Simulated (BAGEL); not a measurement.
# B2NH4 (SMILES B[N]B): UHF/3-21G (density fitting with qzvpp-jkfit)

What is the vertical electron affinity of B2NH4 at UHF/3-21G (density fitting with qzvpp-jkfit)? 

The results are computed with BAGEL 1.2.2.

3 further runs of the same task are left out: 3 set aside as unsound or not needed.

## 1. The system as given

B2NH4 has 7 atoms, charge 0, and is taken as a doublet. As SMILES, `B[N]B`. The shape is that of a PBE0-D4/def2-TZVP optimisation.

Bond lengths: B1–N2 1.364 Å, N2–B3 1.364 Å, B1–H4 1.203 Å, B1–H5 1.203 Å, B3–H6 1.203 Å, B3–H7 1.203 Å. Angles: B1–N2–B3 179.5°, N2–B1–H4 120.0°, N2–B1–H5 119.8°, N2–B3–H6 119.8°, N2–B3–H7 120.0°, H4–B1–H5 120.2°, H6–B3–H7 120.2°.

## 2. The energy at UHF/3-21G (density fitting with qzvpp-jkfit)

input.json

```json
{ "bagel" : [

{
  "title" : "molecule",
  "basis" : "3-21g",
  "df_basis" : "qzvpp-jkfit",
  "angstrom" : true,
  "geometry" : [
    { "atom" : "B", "xyz" : [   -1.116900,    0.208400,   -0.746200 ] },
    { "atom" : "N", "xyz" : [    0.009000,   -0.016800,   -0.009000 ] },
    { "atom" : "B", "xyz" : [    1.134500,   -0.230000,    0.732300 ] },
    { "atom" : "H", "xyz" : [   -1.409700,   -0.541000,   -1.640600 ] },
    { "atom" : "H", "xyz" : [   -1.814200,    1.157300,   -0.499400 ] },
    { "atom" : "H", "xyz" : [    1.422300,    0.533400,    1.616700 ] },
    { "atom" : "H", "xyz" : [    1.836300,   -1.179100,    0.500500 ] }
  ]
},
{
  "title" : "uhf",
  "nopen" : 1
},
{
  "title" : "print",
  "file" : "orbitals.molden",
  "orbitals" : true
}

]}
```

Started as:

```
BAGEL_NUM_THREADS=1 BAGEL input.json > input.out
```

The program printed:

```text
* using 1 threads per process

  ===============================================================
  ===============================================================

  *** Geometry ***

  { "atom" : "B", "xyz" : [     -2.110635,      0.393819,     -1.410114 ] },
  { "atom" : "N", "xyz" : [      0.017008,     -0.031747,     -0.017008 ] },
  { "atom" : "B", "xyz" : [      2.143894,     -0.434637,      1.383846 ] },
  { "atom" : "H", "xyz" : [     -2.663947,     -1.022342,     -3.100285 ] },
  { "atom" : "H", "xyz" : [     -3.428341,      2.186980,     -0.943729 ] },
  { "atom" : "H", "xyz" : [      2.687757,      1.007980,      3.055120 ] },
  { "atom" : "H", "xyz" : [      3.470104,     -2.228176,      0.945808 ] },

  Number of auxiliary basis functions:      299

  Since a DF basis is specified, we compute 2- and 3-index integrals:
    o Being stored without compression. Storage requirement is 0.003 GB

  Number of basis functions:       35
  Number of electrons      :       21

    * METHOD: MOLECULE                             0.05

  *** Open-shell HF ***

  === Nuclear Repulsion ===
    51.5036701533

      * DIIS with orbital gradients will be used.

  === UHF iteration (3-21g) ===
      0       -105.40709382          0.06754150           0.01
      1       -105.50255538          0.04419232           0.01
      2       -105.53817441          0.02769919           0.01
      3       -105.55567922          0.00412974           0.01
      4       -105.55842826          0.00088082           0.01
      5       -105.55863822          0.00014801           0.01
      6       -105.55866845          0.00003006           0.01
      7       -105.55867734          0.00001639           0.01
      8       -105.55868021          0.00000824           0.01
      9       -105.55868075          0.00000168           0.01
     10       -105.55868076          0.00000074           0.01
     11       -105.55868077          0.00000024           0.01
     12       -105.55868077          0.00000011           0.01
     13       -105.55868077          0.00000001           0.01
     14       -105.55868077          0.00000000           0.01
    * SCF iteration converged.

    * S^2 (UHF) is 0.7708

    * Permanent dipole moment:
           (   -0.000287,     0.000037,     0.000591) a.u.

    * METHOD: UHF                                  0.16

    * METHOD: PRINT                                0.00

  ===============================================================
```

Run time: 0.55 s. Hardware: 1 thread of Intel Xeon Platinum 8488C (Sapphire Rapids), shared host; peak memory 0.08 GiB.

## 3. The singlet anion, same level

hf.json

```json
{ "bagel": [

{
  "title": "molecule",
  "basis": "3-21g",
  "df_basis": "qzvpp-jkfit",
  "angstrom": "true",
  "geometry": [
    { "atom": "B", "xyz": [   -1.116900,    0.208400,   -0.746200 ] },
    { "atom": "N", "xyz": [    0.009000,   -0.016800,   -0.009000 ] },
    { "atom": "B", "xyz": [    1.134500,   -0.230000,    0.732300 ] },
    { "atom": "H", "xyz": [   -1.409700,   -0.541000,   -1.640600 ] },
    { "atom": "H", "xyz": [   -1.814200,    1.157300,   -0.499400 ] },
    { "atom": "H", "xyz": [    1.422300,    0.533400,    1.616700 ] },
    { "atom": "H", "xyz": [    1.836300,   -1.179100,    0.500500 ] }
  ]
},
{ "title": "hf", "charge": -1 },
{ "title": "print", "file": "orbitals.molden", "orbitals": "true" }

]}
```

Started as:

```
BAGEL_NUM_THREADS=1 BAGEL hf.json > hf.out
```

The program printed:

```text
* using 1 threads per process

  ===============================================================
  ===============================================================

  *** Geometry ***

  { "atom" : "B", "xyz" : [     -2.110635,      0.393819,     -1.410114 ] },
  { "atom" : "N", "xyz" : [      0.017008,     -0.031747,     -0.017008 ] },
  { "atom" : "B", "xyz" : [      2.143894,     -0.434637,      1.383846 ] },
  { "atom" : "H", "xyz" : [     -2.663947,     -1.022342,     -3.100285 ] },
  { "atom" : "H", "xyz" : [     -3.428341,      2.186980,     -0.943729 ] },
  { "atom" : "H", "xyz" : [      2.687757,      1.007980,      3.055120 ] },
  { "atom" : "H", "xyz" : [      3.470104,     -2.228176,      0.945808 ] },

  Number of auxiliary basis functions:      299

  Since a DF basis is specified, we compute 2- and 3-index integrals:
    o Being stored without compression. Storage requirement is 0.003 GB

  Number of basis functions:       35
  Number of electrons      :       21

    * METHOD: MOLECULE                             0.06

  *** RHF ***

  === Nuclear Repulsion ===
    51.5036701533

      * DIIS with orbital gradients will be used.

  === RHF iteration (3-21g) ===
      0       -105.35862136          0.04363480           0.00
      1       -105.45884536          0.03053945           0.00
      2       -105.54146644          0.00267973           0.00
      3       -105.54258634          0.00044329           0.00
      4       -105.54263453          0.00013503           0.00
      5       -105.54264178          0.00002538           0.00
      6       -105.54264200          0.00000431           0.00
      7       -105.54264201          0.00000128           0.00
      8       -105.54264201          0.00000080           0.00
      9       -105.54264201          0.00000027           0.00
     10       -105.54264201          0.00000009           0.00
     11       -105.54264201          0.00000004           0.00
     12       -105.54264201          0.00000001           0.00
    * SCF iteration converged.

    * Permanent dipole moment:
           (    0.000430,    -0.000951,    -0.000674) a.u.

    * METHOD: HF                                   0.10

    * METHOD: PRINT                                0.00

  ===============================================================
```

Run time: 0.46 s. Hardware: 1 thread of Intel Xeon Platinum 8488C (Sapphire Rapids), shared host; peak memory 0.08 GiB.

## 4. Summary of results

At UHF/3-21G (density fitting with qzvpp-jkfit):

| quantity | value |
| --- | --- |
| doublet B2NH4: total energy | -105.55868 Eh |
| doublet B2NH4: dipole moment | 0.00 D |
| doublet B2NH4: ⟨S²⟩ | 0.771 |
| singlet anion: total energy | -105.54264 Eh |
| singlet anion: HOMO energy | -1.60 eV |
| singlet anion: LUMO energy | 8.24 eV |
| singlet anion: HOMO–LUMO gap (to an unbound level, set by the basis) | 9.83 eV |
| vertical electron affinity (to the singlet anion) | -0.436 eV |

The anion lies 0.44 eV (10.1 kcal/mol) above the neutral: the electron isn't bound at this level, and such a value depends on the basis. Without diffuse functions anions come out too high. Hartree–Fock misses the correlation that binds many anions.
